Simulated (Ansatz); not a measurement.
**SiHCl + HF: a complex and its separated parts**

Aim: how far the complex at one end of a reaction step lies below its separated, relaxed parts, level by level.

The runs use Ansatz 0.2.0, Gaussian basis; PBE0-D4/def2-TZVP structures, single points in def2-TZVPP, no counterpoise correction.

Levels: SPW92, PBE-D4, BLYP-D4, r2SCAN-D4, B97M-V, PBE0-D4, B3LYP-D4, r2SCAN0-D4, BHLYP-D4, CAM-B3LYP-D4, wB97X-V, wB97M-V, B2PLYP, PBE-QIDH, RPA on PBE, Hartree-Fock, MP2, CCSD, CCSD(T).

Cores are frozen in the correlated methods. B3LYP uses VWN-RPA correlation. B2PLYP carries no dispersion term here.

40 further runs of the same task are left out: 40 set aside as unsound or not needed.

## (1) Starting geometry

The complex: 5 atoms, charge 0, spin multiplicity 1.

Atoms are counted from 1 here; the program's logs count them from 0.

Bond lengths: Si1–Cl2 2.150 Å, Si1–H5 1.523 Å, H3–F4 0.940 Å. Angles: Cl2–Si1–H5 93.5°.

As a file:

```xyz
5
charge 0, multiplicity 1
Si   -0.4638   -0.6024    0.9368
Cl    1.0678   -1.2619   -0.4203
H    -0.1240    0.4926   -1.2366
F    -0.8630    0.8331   -0.7659
H     0.3830    0.5385    1.4859
```

Its parts: SiHCl holds atoms 1, 2, 5; HF holds atoms 3, 4. Each part counts its atoms afresh in its own runs.

## (2) Relaxing SiHCl alone

Input file relax-a/in.yaml:

```yaml
crystal:
  periodic: [false, false, false]
  atoms:
    - {symbol: Si, position_ang: [-0.463821, -0.602366, 0.936786]}
    - {symbol: Cl, position_ang: [1.067826, -1.261920, -0.420336]}
    - {symbol: H, position_ang: [0.383008, 0.538522, 1.485945]}
basis:
  gaussian: {orbitals: def2-TZVP}
hamiltonian: {xc: pbe0, dispersion: d4}
relax: {f_tol: 0.005, max_steps: 200}
```

Run with:

```
$ ansatz run in.yaml --threads 2 --pin off --events-out ev --progress --plain --max-ram 4352MiB
```

Further steps of the session: Relaxing HF alone; SPW92/def2-TZVPP; PBE-D4/def2-TZVPP; BLYP-D4/def2-TZVPP; r2SCAN-D4/def2-TZVPP; B97M-V/def2-TZVPP; PBE0-D4/def2-TZVPP; B3LYP-D4/def2-TZVPP; r2SCAN0-D4/def2-TZVPP; BHLYP-D4/def2-TZVPP; CAM-B3LYP-D4/def2-TZVPP; wB97X-V/def2-TZVPP; wB97M-V/def2-TZVPP; B2PLYP/def2-TZVPP; PBE-QIDH/def2-TZVPP; RPA on PBE/def2-TZVPP; CCSD(T)/def2-TZVPP; Vibrations of SiHCl; Vibrations of HF.

Before running it: what results should come out? Wanted: complex less parts, CCSD(T)/def2-TZVPP; with zero-point energy; largest T1 diagnostic.

As calculated:

```
                              quantity          value
complex less parts, CCSD(T)/def2-TZVPP  -4.8 kcal/mol
                with zero-point energy  -2.7 kcal/mol
                 largest T1 diagnostic          0.013
```

**Reading.** At CCSD(T) the complex lies 4.8 kcal/mol below its parts. The functionals run from B2PLYP, off by -0.7 kcal/mol, to SPW92, off by -9.6 kcal/mol, against CCSD(T). Mean unsigned error by rung: LDA 9.6, GGA 3.1, meta-GGA 3.1, hybrid 2.2, range-separated hybrid 2.9, double hybrid 1.1 kcal/mol. PBE-D4 gives a relative energy 4.0 kcal/mol too low, outside chemical accuracy (1 kcal/mol). No counterpoise was applied, and triple zeta lacks some correlation, so the CCSD(T) reference has a basis error of its own, and close matches with it are partly luck. The restricted Hartree–Fock reference is unstable towards an unrestricted one at one or more of these structures.
